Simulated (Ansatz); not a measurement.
formaldehyde (SMILES C=O) moved off its minimum; all values from Ansatz (a quantum-chemistry and plane-wave program), cores frozen in correlated methods.
(charge 0, multiplicity 1)
```xyz
4

C     -0.4649     0.1967    -0.0516
O      0.7628    -0.1285     0.0063
H     -1.3567    -0.6480    -0.0125
H     -0.8854     1.2446     0.0345
```

Forces at PBE/def2-TZVPP (eV/Å):

```csv
atom,Fx,Fy,Fz
C1,1.902,-2.507,1.102
O2,-4.415,1.422,-0.454
H3,1.828,1.447,-0.338
H4,0.684,-0.362,-0.310
```

Task: Give the forces (eV/Å), the total energy and the dipole at CCSD(T)/aug-cc-pVTZ.

Result: 
```csv
atom,Fx,Fy,Fz
C1,1.234,-2.388,1.139
O2,-4.280,1.391,-0.445
H3,2.166,1.704,-0.354
H4,0.881,-0.707,-0.341
```
Energy -114.3279 hartree, dipole 2.51 D.

Doubts at one or more of the structures used: a restricted determinant that unrestricted orbitals would lower (CCSD(T)/aug-cc-pVTZ).
